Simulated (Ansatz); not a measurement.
C5H9N, SMILES `CCCCC#N`: measurement beside calculation (Ansatz, PBE0-D4/def2-TZVP geometry).

```xyz
15

C    -1.6904    0.5127   -1.1852
C    -0.2589    0.4368   -0.6851
C    -0.1640   -0.1389    0.7174
C     1.2699   -0.2294    1.2413
C     2.0989   -1.1208    0.4444
N     2.7353   -1.8320   -0.1968
H    -1.7376    0.9321   -2.1921
H    -2.1487   -0.4794   -1.2174
H    -2.3058    1.1403   -0.5343
H     0.3400   -0.1752   -1.3675
H     0.1911    1.4363   -0.6953
H    -0.7357    0.4821    1.4143
H    -0.6168   -1.1351    0.7412
H     1.7394    0.7595    1.2412
H     1.2833   -0.5890    2.2739
```

Measured: 4.2454 ± 0.0036 D (total, AA conformer, ground state, Stark effect, FTMW spectroscopy). Source: Electric Dipole Moments from Stark Effect in Supersonic Expansion: n-Propanol, n-Butanol, and n-Butyl Cyanide, 2023 (pmc:9961461).

```tsv
functional (def2-TZVPP)	dipole (D)	error (D)
PBE	3.98	-0.26
r2SCAN	4.10	-0.15
B3LYP	4.05	-0.20
ωB97M-V	4.04	-0.21
```

The measured dipole is a vibrational average; the computed one belongs to the fixed geometry.

Measured: 15028.68718 ± 0.00046 MHz (A, anti-anti conformer, ground vibrational state, millimeter-wave rotational spectroscopy); 1334.106343 ± 2.3e-05 MHz (B, anti-anti conformer, ground vibrational state, millimeter-wave rotational spectroscopy); 1263.857661 ± 2.2e-05 MHz (C, anti-anti conformer, ground vibrational state, millimeter-wave rotational spectroscopy). Source: The quest for complex molecules in space: Laboratory spectroscopy of n-butyl cyanide, n-C4H9CN, in the millimeter wave region and its astronomical search in Sagittarius B2(N), 2012 (arxiv:1204.2686).

```
constant  measured (MHz)  computed (MHz)  error (%)
       A           15029            7755      -48.4
       B            1334            1795       34.5
       C            1264            1564       23.7
```

Computed constants are equilibrium values for the main isotopes; measured ground-state ones include zero-point motion, which usually lowers them by up to about 1 %. All levels miss by much here, so the measurement may belong to another conformer or state, or be off; this wasn't checked.

B3LYP here is the variant with VWN-RPA as its local correlation; programs differ in this.
